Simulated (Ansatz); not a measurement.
`C/C=C/C`. Total charge 0; spin multiplicity 1. The structure was optimised at the PBE0-D4/def2-TZVP level.

```xyz
12

C    -0.340   -1.004   -1.635
C    -0.365   -0.503   -0.232
C     0.365    0.503    0.232
C     0.340    1.004    1.635
H    -0.051   -2.060   -1.674
H    -1.329   -0.934   -2.099
H     0.363   -0.437   -2.248
H    -1.042   -1.013    0.453
H     1.042    1.013   -0.453
H     1.329    0.935    2.099
H     0.050    2.059    1.674
H    -0.363    0.436    2.248
```

Task: What is the dipole moment at r2SCAN/def2-TZVPP? (Estimate.)

Result: The calculation gave: 0.00 D, zero by symmetry or nearly so.

Task: Give the Mulliken charges with r2SCAN, ωB97M-V, PBE in def2-TZVPP. (An estimate is asked.)

Result: Ansatz gave: 
```tsv
atom	r2SCAN	ωB97M-V	PBE
C1	-0.08	-0.26	-0.20
C2	-0.10	-0.11	-0.10
C3	-0.10	-0.11	-0.10
C4	-0.08	-0.26	-0.20
H5	0.05	0.10	0.08
H6	0.05	0.10	0.08
H7	0.03	0.08	0.07
H8	0.05	0.08	0.06
H9	0.05	0.08	0.06
H10	0.05	0.10	0.08
H11	0.05	0.10	0.08
H12	0.03	0.08	0.07
```
